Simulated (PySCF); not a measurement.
Species: 2,3-dimethylbutane, C6H14.
Atom-mapped SMILES: `[CH3:1][CH:2]([CH3:3])[CH:4]([CH3:5])[CH3:6]` (hydrogens: H7, H8, H9 on C1; H10 on C2; H11, H12, H13 on C3; H14 on C4; H15, H16, H17 on C5; H18, H19, H20 on C6)

The same species was optimised twice, with GFN2-xTB and with PBE0-D3(BJ)/def2-SVP (PySCF), and the same property calculations (PySCF, gas phase) were run on both structures.

```
     coordinate  GFN2-xTB  PBE0-D3(BJ)/def2-SVP  change
      C2–C3 (Å)     1.529                 1.525  -0.004
      C4–C5 (Å)     1.529                 1.526  -0.003
      C2–C4 (Å)     1.542                 1.544  +0.002
      C1–C2 (Å)     1.527                 1.526  -0.001
      C4–C6 (Å)     1.527                 1.526  -0.001
   C5–C4–C6 (°)     109.5                 110.6    +1.1
   C1–C2–C3 (°)     109.6                 110.6    +1.0
   C3–C2–C4 (°)     111.3                 112.1    +0.8
   C2–C4–C5 (°)     111.6                 112.1    +0.5
   C1–C2–C4 (°)     113.7                 113.7     0.0
   C2–C4–C6 (°)     113.7                 113.7     0.0
C1–C2–C4–C5 (°)        68                    65      -3
```

Rotational constants: A = 4308, B = 2571, C = 2264 MHz (GFN2-xTB) against A = 4249, B = 2591, C = 2226 MHz (PBE0-D3(BJ)/def2-SVP). Point groups within 0.08 Å: C2 and C2. Atoms that the bonding makes alike are paired by their places after alignment.

On the GFN2-xTB structure: lowest singlet, TDDFT (eV) 8.56 [CAM-B3LYP/def2-SVPD]; lowest triplet, Tamm–Dancoff (eV) 8.36 [CAM-B3LYP/def2-SVPD]; isotropic polarisability (au) 73.6 [CAM-B3LYP/def2-SVPD]; HOMO (eV) -10.03 [CAM-B3LYP/def2-SVPD]; LUMO (eV) 1.38 [CAM-B3LYP/def2-SVPD]; dipole (D) 0.14 [CAM-B3LYP/def2-SVPD]; HOMO (eV) -8.63 [PBE0/pcSseg-1]; LUMO (eV) 1.40 [PBE0/pcSseg-1]; dipole (D) 0.10 [PBE0/pcSseg-1]; GIAO shielding of C1/C3/C5/C6 (mean) (ppm) 166.8 [PBE0/pcSseg-1]; GIAO shielding of C2/C4 (mean) (ppm) 149.9 [PBE0/pcSseg-1].

**Question.** What do these properties become on the PBE0-D3(BJ)/def2-SVP structure?

**Answer.** 
```
                                    property                level  on GFN2-xTB  on PBE0-D3(BJ)/def2-SVP  change
                  lowest singlet, TDDFT (eV)  CAM-B3LYP/def2-SVPD         8.56                     8.52   -0.04
           lowest triplet, Tamm–Dancoff (eV)  CAM-B3LYP/def2-SVPD         8.36                     8.29   -0.07
               isotropic polarisability (au)  CAM-B3LYP/def2-SVPD         73.6                     75.0    +1.4
                                   HOMO (eV)  CAM-B3LYP/def2-SVPD       -10.03                   -10.02   +0.01
                                   LUMO (eV)  CAM-B3LYP/def2-SVPD         1.38                     1.35   -0.03
                                  dipole (D)  CAM-B3LYP/def2-SVPD         0.14                     0.15   +0.01
energy, GFN2-xTB geometry as zero (kcal/mol)  CAM-B3LYP/def2-SVPD          0.0                     -0.7    -0.7
                                   HOMO (eV)        PBE0/pcSseg-1        -8.63                    -8.62   +0.01
                                   LUMO (eV)        PBE0/pcSseg-1         1.40                     1.34   -0.06
                                  dipole (D)        PBE0/pcSseg-1         0.10                     0.10    0.00
energy, GFN2-xTB geometry as zero (kcal/mol)        PBE0/pcSseg-1          0.0                     -0.6    -0.6
  GIAO shielding of C1/C3/C5/C6 (mean) (ppm)        PBE0/pcSseg-1        166.8                    165.0    -1.8
        GIAO shielding of C2/C4 (mean) (ppm)        PBE0/pcSseg-1        149.9                    149.4    -0.5
```

The heavy atoms differ by 0.030 Å rms after alignment. Among bonds between heavy atoms C2–C3 and C4–C5 change most and about equally (-0.004 to -0.003 Å). Changes are differences of the printed values. Neither structure is proved a minimum here.

Shape of the structure used: `[CH3:1][CH:2]([CH3:3])[CH:4]([CH3:5])[CH3:6]`: C1–C2–C4–C5 65°.
